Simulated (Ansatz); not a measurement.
An Ansatz input:

```yaml
crystal:
  lattice:
    - [-2.5124914082, 2.5124914082, 2.5124914082]
    - [2.5124914082, -2.5124914082, 2.5124914082]
    - [2.5124914082, 2.5124914082, -2.5124914082]
  atoms:
    - { symbol: Ba, position: [0.0, 0.0, 0.0] }
hamiltonian:
  xc: pbe
  pseudopotentials:
    kind: paw
    azcp:
      Ba: "pseudopotentials/Ba.paw.azcp"
basis:
  ecutwfc: 420
  fft_grid_basis: typed
kpoints:
  mp_grid: { grid: [9, 9, 9], shift: [0, 0, 0] }
magnetization:
  spin_polarized: false
scf:
  occupations: { method: methfessel_paxton, width: 0.03 }
  lower_state_search: "off"
output:
  stress: true
  write_density: true
  write_potential: true
  elf: true
  volumetric_format: npy
```

Terminal output

```
Engine: ansatz 0.2.0, x86_64-unknown-linux-gnu
Pseudopotentials: kind: paw
Pseudopotential: Ba, paw, valence charge 10, recommended cutoff 420 eV (normal) 
Functional definition: PBE
  parameter kappa = 0.804
  parameter beta = 0.06672455060314922
  exchange = pbe_x(kappa = kappa, mu = beta*pi^2/3)
  correlation = pbe_c(beta = beta)
Crystal: 1 atoms, lattice volume = 63.442 Å³
Basis set: ecut = 420 eV, 1253 PW (Γ)
Bands: 9, of which v1, the nominal top of the filled ones, is band 5 counted from 1 (4 counted from 0)
Symmetry: 48 space group operations
Space group: Im-3m (ITA 229), of the structure as read, at distance tolerance 4.0e-5 Å
k-points: 35 of 729
Non-local potential: Ba, projectors of the file, l = 0: 3, l = 1: 2, l = 2: 2, l = 3: 2
PAW form: soft (Blöchl's): semilocal exchange-correlation on the pseudo side does not see the compensation charge
PAW one-centre angular grid: Ba, 194 points (default); XC on 64 Gauss nodes
Initial density: superposition of atomic densities (neutral atoms: chi_scale 0, normalization atom), corrected by the library's trained network
Initial wavefunctions: pseudopotential atomic-orbital guess
Functional: x = pbe(κ = 0.804, μ = 0.2195149727645171), c = pbe(β = 0.06672455060314922)
SCF iter   1: F=—  HF=-5949.537265 eV  |F-HF|=—  |Δ(HF+E_count)|=         —  Δρ=1.05e-3  dr2=1.11e-3  ethr=1.77e-3  ⟨swp⟩=8.1  Hψ=3212  notcnv=0
SCF iter   2: F=—  HF=-5949.537414 eV  |F-HF|=—  |Δ(HF+E_count)|=   1.49e-4  S|Δr|=    0.00e0  Δρ=5.67e-4  dr2=1.82e-4  ethr=1.11e-5  ⟨swp⟩=2.1  Hψ=771  notcnv=0
SCF iter   3: F=—  HF=-5949.537468 eV  |F-HF|=—  |Δ(HF+E_count)|=   5.41e-5  S|Δr|=    0.00e0  Δρ=1.09e-4  dr2=7.13e-6  ethr=1.82e-6  ⟨swp⟩=2.1  Hψ=421  notcnv=0
SCF iter   4: F=—  HF=-5949.537474 eV  |F-HF|=—  |Δ(HF+E_count)|=   6.05e-6  S|Δr|=    0.00e0  Δρ=1.40e-5  dr2=1.10e-7  ethr=7.13e-8  ⟨swp⟩=2.5  Hψ=470  notcnv=0
SCF iter   5: F=-5949.537474 eV  HF=-5949.537474 eV  |F-HF|=3.09e-10  |Δ(HF+E_count)|=   1.16e-7  S|Δr|=    0.00e0  Δρ=1.18e-6  dr2=8.85e-10  ethr=1.00e-9  ⟨swp⟩=9.9  Hψ=2546  notcnv=0
SCF 1 converged in 5 iterations: F = -5949.537474 eV  dr2 = 8.85e-10
SCF converged after 5 iterations
Stability not checked: this state was not tested for a lower state beside it, because cold or Methfessel-Paxton smearing, or corrected tetrahedra, fill the levels in a way that the test cannot read (fill_not_monotonic; see scf.lower_state_search)
Free energy (F): -5949.537474 eV
Harris-Foulkes:  -5949.537474 eV  (|F-HF|=3.09e-10)
Internal energy: -5949.536951 eV  (E = F + TS)
E sigma→0 (E₀):  -5949.537343 eV
Entropy (-TS):   -0.000523 eV (-0.523 meV/atom)
Fermi energy:    5.828971 eV
--- Per-component energies (eV) ---
  E_band       = -85.530996
  E_kinetic    = 166.328576
  E_local      = -378.792669  (includes V_loc(G=0)·N_el)
  E_nonlocal   = 57.085835
  E_hartree    = 119.568575
  E_xc         = -166.473512
  E_vxc        = -133.525098  (∫ρ·V_xc dr)
  E_paw        = -5225.822404  (= ΣΔE_a)
  E_vpaw       = -35.764878  (= ΣTr[D̂ρ^β])
  E_aug_tail   = -0.000002  (compensation charges beyond the density's cutoff)
  E_ewald      = -521.431350
  E_smearing   = -0.000523  (= −TS)
  E_closure    = 0.000000  (closes the sum)
  Σ components = -5949.537474   (vs F -5949.537474, Δ=0.00e0)
--- Stress (GPa, compression-positive) ---
        0.005109       0.000000      -0.000000
        0.000000       0.005109       0.000000
        0.000000       0.000000       0.005109
  P = ⅓ Tr σ = 0.0051 GPa (0.051 kbar)
--- Band table (eV; the first three rows and the last of 35) ---
  k-point 0: bands = ["-23.0984", "-8.0536", "-8.0536", "-8.0536", "3.0442", "7.6111", "7.6111", "7.6111", "9.0029"]
  k-point 1: bands = ["-23.0935", "-8.1098", "-8.0710", "-8.0539", "3.2704", "7.4214", "7.4803", "7.8308", "8.7128"]
  k-point 2: bands = ["-23.0811", "-8.2476", "-8.1144", "-8.0548", "3.8673", "7.0238", "7.0368", "8.4678", "8.6818"]
  k-point 34: bands = ["-23.0271", "-8.3664", "-8.3563", "-8.3563", "5.3161", "5.3268", "9.2595", "9.2595", "9.5153"]
```

Launched by

```sh
ansatz run input.yaml --threads 1 --pin off --max-ram 3584MiB --backend cpu --events-out ev --progress --plain --runs-dir out
```

On 1 thread of Intel(R) Xeon(R) Platinum 8259CL CPU @ 2.50GHz (Skylake/Cascade Lake) (shared host) this took about 2.6 s of wall time and 2.6 s of CPU time.
